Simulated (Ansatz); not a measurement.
Relaxation of CH₆OSi (9 atoms, charge 0, multiplicity 1), to a largest force component of 0.02 eV/Å in at most 40 steps.

The calculation used RKS r2SCANh/STO-3G (Ansatz 0.2.0).

```xyz
9
Properties=species:S:1:pos:R:3:forces:R:3
Si 0.000 0.000 0.000 -0.86 -0.21 -0.27
O 0.000 0.000 1.680 2.31 0.42 0.67
C -1.111 -0.344 2.494 -0.40 -0.09 -1.37
H -1.814 -0.978 1.914 -0.47 -0.12 0.56
H -0.758 -0.904 3.386 -0.09 0.07 -0.02
H -1.631 0.581 2.821 -0.33 -0.15 0.24
H 1.377 0.000 -0.486 -0.36 0.05 0.42
H -0.688 1.191 -0.486 0.12 -0.22 -0.13
H -0.688 -1.191 -0.486 0.06 0.24 -0.10
```

Task: Where does it end, and by what steps?

Result: The run converged. Limits of this set-up: minimal basis. After 6 steps the energy has fallen by 0.324 eV; H6 moved furthest, 0.48 Å.

| step | energy less start (eV) | largest force component (eV/Å) | accepted |
| --- | --- | --- | --- |
| 0 | 0.0000 | 2.315 | yes |
| 1 | -0.2070 | 0.675 | yes |
| 2 | -0.2591 | 0.337 | yes |
| 3 | -0.2813 | 0.853 | yes |
| 4 | -0.3231 | 0.105 | yes |
| 5 | -0.3241 | 0.029 | yes |
| 6 | -0.3242 | 0.005 | yes |

```xyz
9
Properties=species:S:1:pos:R:3
Si -0.020 -0.006 0.062
O 0.225 -0.302 1.740
C -1.064 -0.373 2.408
H -1.713 -1.192 2.033
H -0.871 -0.567 3.479
H -1.650 0.569 2.340
H 1.296 0.056 -0.520
H -0.725 1.240 -0.154
H -0.791 -1.068 -0.551
```

Whether the end is a true minimum wasn't checked by a vibrational analysis.

The run took 7.6 s on 1 thread of Intel(R) Xeon(R) 6975P-C (Granite Rapids), with other jobs on the host, peak memory 0.15 GiB.
